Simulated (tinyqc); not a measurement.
Inside a calculation. Method: RKS/PBE in the sto-3g basis, for H2O, spin multiplicity 1. One step of it, computed by the program tinyqc.

Task: Iteration 1: building the Kohn-Sham matrix. J_ij = sum D_kl (ij|kl); F = H + J + V_xc; E = tr D H + tr D J / 2 + E_xc + E_nn.

D at the start, order 1O 1s, 1O 2s, 1O 2px, 1O 2py, 1O 2pz, 2H 1s, 3H 1s:
$$\begin{pmatrix}
2.144152 & -0.495517 & 0.000000 & -0.000208 & 0.013044 & -0.015256 & -0.015357 \\
-0.495517 & 2.101737 & 0.000000 & 0.001115 & -0.064805 & 0.058751 & 0.058689 \\
0.000000 & 0.000000 & 1.307909 & 0.000000 & 0.000000 & 0.000000 & 0.000000 \\
-0.000208 & 0.001115 & 0.000000 & 1.221338 & 0.000942 & 0.110431 & -0.110147 \\
0.013044 & -0.064805 & 0.000000 & 0.000942 & 1.244360 & 0.077475 & 0.077369 \\
-0.015256 & 0.058751 & 0.000000 & 0.110431 & 0.077475 & 0.991123 & 0.056264 \\
-0.015357 & 0.058689 & 0.000000 & -0.110147 & 0.077369 & 0.056264 & 0.991049
\end{pmatrix}$$

core Hamiltonian H = T + V (hartree), order 1O 1s, 1O 2s, 1O 2px, 1O 2py, 1O 2pz, 2H 1s, 3H 1s:
$$\begin{pmatrix}
-32.450594 & -7.548818 & 0.000000 & 0.000167 & -0.012036 & -0.819422 & -0.850754 \\
-7.548818 & -9.077831 & 0.000000 & 0.001980 & -0.150146 & -2.106503 & -2.170003 \\
0.000000 & 0.000000 & -7.242851 & 0.000000 & 0.000000 & 0.000000 & 0.000000 \\
0.000167 & 0.001980 & 0.000000 & -7.309877 & 0.001080 & -1.195068 & 1.226189 \\
-0.012036 & -0.150146 & 0.000000 & 0.001080 & -7.300233 & -1.141265 & -1.170532 \\
-0.819422 & -2.106503 & 0.000000 & -1.195068 & -1.141265 & -4.036516 & -0.788859 \\
-0.850754 & -2.170003 & 0.000000 & 1.226189 & -1.170532 & -0.788859 & -4.076649
\end{pmatrix}$$

Two-electron integrals (ij|kl) in chemists' order, unique and non-zero (hartree):
```
(11|11) 4.785065    (21|11) 0.741380    (21|21) 0.136873    (22|11) 1.118947
(22|21) 0.256633    (22|22) 0.817206    (31|31) 0.024477    (32|31) 0.037809
(32|32) 0.180518    (33|11) 1.115814    (33|21) 0.256684    (33|22) 0.817023
(33|33) 0.880159    (41|41) 0.024477    (42|41) 0.037809    (42|42) 0.180518
(43|43) 0.047444    (44|11) 1.115814    (44|21) 0.256684    (44|22) 0.817023
(44|33) 0.785270    (44|44) 0.880159    (51|51) 0.024477    (52|51) 0.037809
(52|52) 0.180518    (53|53) 0.047444    (54|54) 0.047444    (55|11) 1.115814
(55|21) 0.256684    (55|22) 0.817023    (55|33) 0.785270    (55|44) 0.785270
(55|55) 0.880159    (61|11) 0.080583    (61|21) 0.014770    (61|22) 0.027581
(61|33) 0.027529    (61|41) 0.000478    (61|42) 0.000908    (61|44) 0.027615
(61|51) 0.000443    (61|52) 0.000840    (61|54) 0.000079    (61|55) 0.027603
(61|61) 0.001613    (62|11) 0.226033    (62|21) 0.052624    (62|22) 0.189399
(62|33) 0.186002    (62|41) 0.002876    (62|42) 0.023438    (62|44) 0.191389
(62|51) 0.002661    (62|52) 0.021685    (62|54) 0.004984    (62|55) 0.190613
(62|61) 0.005800    (62|62) 0.057732    (63|31) 0.005126    (63|32) 0.031199
(63|43) 0.004672    (63|53) 0.004323    (63|63) 0.007623    (64|11) 0.129066
(64|21) 0.030404    (64|22) 0.116897    (64|33) 0.111811    (64|41) 0.006558
(64|42) 0.044617    (64|44) 0.124269    (64|51) 0.001326    (64|52) 0.012414
(64|54) 0.007203    (64|55) 0.114476    (64|61) 0.003474    (64|62) 0.043386
(64|64) 0.039884    (65|11) 0.119414    (65|21) 0.028131    (65|22) 0.108155
(65|33) 0.103449    (65|41) 0.001326    (65|42) 0.012414    (65|44) 0.106330
(65|51) 0.006352    (65|52) 0.042685    (65|54) 0.007337    (65|55) 0.114560
(65|61) 0.003214    (65|62) 0.040141    (65|64) 0.029849    (65|65) 0.035239
(66|11) 0.410544    (66|21) 0.097077    (66|22) 0.402859    (66|33) 0.388336
(66|41) 0.005966    (66|42) 0.069090    (66|44) 0.411572    (66|51) 0.005520
(66|52) 0.063923    (66|54) 0.021498    (66|55) 0.408227    (66|61) 0.010748
(66|62) 0.165597    (66|64) 0.142318    (66|65) 0.131674    (66|66) 0.774606
(71|11) 0.083672    (71|21) 0.015336    (71|22) 0.028636    (71|33) 0.028582
(71|41) -0.000499   (71|42) -0.000946   (71|44) 0.028672    (71|51) 0.000462
(71|52) 0.000876    (71|54) -0.000083   (71|55) 0.028659    (71|61) 0.001654
(71|62) 0.005861    (71|64) 0.003254    (71|65) 0.003252    (71|66) 0.010812
(71|71) 0.001739    (72|11) 0.233138    (72|21) 0.054272    (72|22) 0.195136
(72|33) 0.191638    (72|41) -0.002970   (72|42) -0.024122   (72|44) 0.197184
(72|51) 0.002749    (72|52) 0.022320    (72|54) -0.005132   (72|55) 0.196387
(72|61) 0.005822    (72|62) 0.047423    (72|64) 0.024878    (72|65) 0.032052
(72|66) 0.109382    (72|71) 0.006211    (72|72) 0.061083    (73|31) 0.005304
(73|32) 0.032218    (73|43) -0.004819   (73|53) 0.004459    (73|63) 0.006055
(73|73) 0.008094    (74|11) -0.132645   (74|21) -0.031245   (74|22) -0.119998
(74|33) -0.114762   (74|41) 0.006781    (74|42) 0.045998    (74|44) -0.127595
(74|51) -0.001366   (74|52) -0.012751   (74|54) 0.007416    (74|55) -0.117498
(74|61) -0.003221   (74|62) -0.024752   (74|64) -0.007308   (74|65) -0.016447
(74|66) -0.053187   (74|71) -0.003709   (74|72) -0.045726   (74|74) 0.041960
(75|11) 0.122739    (75|21) 0.028912    (75|22) 0.111037    (75|33) 0.106192
(75|41) -0.001366   (75|42) -0.012751   (75|44) 0.109149    (75|51) 0.006569
(75|52) 0.044017    (75|54) -0.007555   (75|55) 0.117641    (75|61) 0.003220
(75|62) 0.031969    (75|64) 0.016478    (75|65) 0.027353    (75|66) 0.080213
(75|71) 0.003432    (75|72) 0.042312    (75|74) -0.031337   (75|75) 0.037091
(76|11) 0.076067    (76|21) 0.017908    (76|22) 0.071197    (76|33) 0.069351
(76|41) 3.08e-06    (76|42) 0.000043    (76|44) 0.070496    (76|51) 0.001320
(76|52) 0.013399    (76|54) 0.000011    (76|55) 0.073665    (76|61) 0.001959
(76|62) 0.022567    (76|64) 0.014856    (76|65) 0.017676    (76|66) 0.072581
(76|71) 0.002033    (76|72) 0.023146    (76|74) -0.015137   (76|75) 0.018068
(76|76) 0.011780    (77|11) 0.415548    (77|21) 0.098253    (77|22) 0.407311
(77|33) 0.392481    (77|41) -0.006096   (77|42) -0.070292   (77|44) 0.416204
(77|51) 0.005640    (77|52) 0.065043    (77|54) -0.021951   (77|55) 0.412794
(77|61) 0.010539    (77|62) 0.107345    (77|64) 0.052384    (77|65) 0.078992
(77|66) 0.282893    (77|71) 0.011299    (77|72) 0.171310    (77|74) -0.146604
(77|75) 0.135657    (77|76) 0.072581    (77|77) 0.774606
```

nuclear repulsion = 6.96721152 hartree

V_xc (hartree), order 1O 1s, 1O 2s, 1O 2px, 1O 2py, 1O 2pz, 2H 1s, 3H 1s:
$$\begin{pmatrix}
-3.094060 & -0.418067 & 0.000000 & 0.000002 & 0.000201 & -0.045878 & -0.047636 \\
-0.418067 & -0.779083 & 0.000000 & 0.000201 & -0.007751 & -0.175196 & -0.180844 \\
0.000000 & 0.000000 & -0.769249 & 0.000000 & 0.000000 & 0.000000 & 0.000000 \\
0.000002 & 0.000201 & 0.000000 & -0.773517 & 0.000133 & -0.109045 & 0.112324 \\
0.000201 & -0.007751 & 0.000000 & 0.000133 & -0.774359 & -0.104220 & -0.107281 \\
-0.045878 & -0.175196 & 0.000000 & -0.109045 & -0.104220 & -0.459823 & -0.064322 \\
-0.047636 & -0.180844 & 0.000000 & 0.112324 & -0.107281 & -0.064322 & -0.461747
\end{pmatrix}$$

E_xc = sum of w rho eps_xc = -9.18863476 hartree

Give: Coulomb J; Kohn-Sham matrix F; total energy of this density.

Result:

Coulomb J (hartree), order 1O 1s, 1O 2s, 1O 2px, 1O 2py, 1O 2pz, 2H 1s, 3H 1s:
$$\begin{pmatrix}
17.0590 & 3.1917 & 0.0000 & -0.0001 & 0.0101 & 0.3452 & 0.3584 \\
3.1917 & 7.8861 & 0.0000 & -0.0012 & 0.1310 & 1.8533 & 1.9094 \\
0.0000 & 0.0000 & 7.8494 & 0.0000 & 0.0000 & 0.0000 & 0.0000 \\
-0.0001 & -0.0012 & 0.0000 & 7.8956 & -0.0004 & 1.1513 & -1.1821 \\
0.0101 & 0.1310 & 0.0000 & -0.0004 & 7.8895 & 1.0968 & 1.1259 \\
0.3452 & 1.8533 & 0.0000 & 1.1513 & 1.0968 & 4.3052 & 0.7243 \\
0.3584 & 1.9094 & 0.0000 & -1.1821 & 1.1259 & 0.7243 & 4.3419
\end{pmatrix}$$

Kohn-Sham matrix F (hartree), order 1O 1s, 1O 2s, 1O 2px, 1O 2py, 1O 2pz, 2H 1s, 3H 1s:
$$\begin{pmatrix}
-18.4857 & -4.7752 & 0.0000 & 0.0001 & -0.0017 & -0.5201 & -0.5400 \\
-4.7752 & -1.9708 & 0.0000 & 0.0010 & -0.0269 & -0.4284 & -0.4414 \\
0.0000 & 0.0000 & -0.1627 & 0.0000 & 0.0000 & 0.0000 & 0.0000 \\
0.0001 & 0.0010 & 0.0000 & -0.1878 & 0.0008 & -0.1528 & 0.1564 \\
-0.0017 & -0.0269 & 0.0000 & 0.0008 & -0.1851 & -0.1486 & -0.1519 \\
-0.5201 & -0.4284 & 0.0000 & -0.1528 & -0.1486 & -0.1911 & -0.1288 \\
-0.5400 & -0.4414 & 0.0000 & 0.1564 & -0.1519 & -0.1288 & -0.1965
\end{pmatrix}$$

total energy of this density = -75.522311 hartree

This density is the starting one; it is not idempotent, so its energy is not variational and may lie below the converged one.
